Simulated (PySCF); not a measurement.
## How methods differ on the electron affinity of O

O⁻ [He] 2s2 2p5 (2P) → O [He] 2s2 2p4 (3P), as a difference of total energies. Computed with PySCF 2.14 in aug-cc-pwCVDZ (5s4p2d, 27 functions), with the non-relativistic Hamiltonian (point nucleus). Correlated levels: valence: 1s2 frozen; valence and next inner shell: nothing frozen. The calculations carry no spin-orbit coupling.

| method | electron affinity (eV) | error (eV) |
| --- | --- | --- |
| UHF | -0.523 | -1.984 |
| LDA | 2.048 | +0.587 |
| PBE | 1.768 | +0.307 |
| PBE0 | 1.403 | -0.058 |
| r2SCAN | 1.524 | +0.063 |
| M06-L | 1.284 | -0.177 |
| r2SCANh | 1.417 | -0.044 |
| BP86 | 1.901 | +0.440 |
| PBEsol | 1.730 | +0.269 |
| MP2 (valence) | 1.276 | -0.185 |
| SCS-MP2 (valence) | 1.217 | -0.244 |
| MP2 (valence and next inner shell) | 1.281 | -0.180 |
| SCS-MP2 (valence and next inner shell) | 1.219 | -0.242 |

Reference: 1.461 eV (measured; photodetachment measurements, as compiled on the Wikipedia data page of electron affinities).

Errors of the correlated levels include the incompleteness of this basis and the frozen core.

A negative affinity means that the anion lies above the atom at that level of theory.

In the anion the highest occupied orbital energy is positive at LDA, PBE, PBE0, r2SCAN, M06-L, r2SCANh, BP86, PBEsol, a self-interaction effect; the basis confines that electron, and the energy difference can still be sensible.
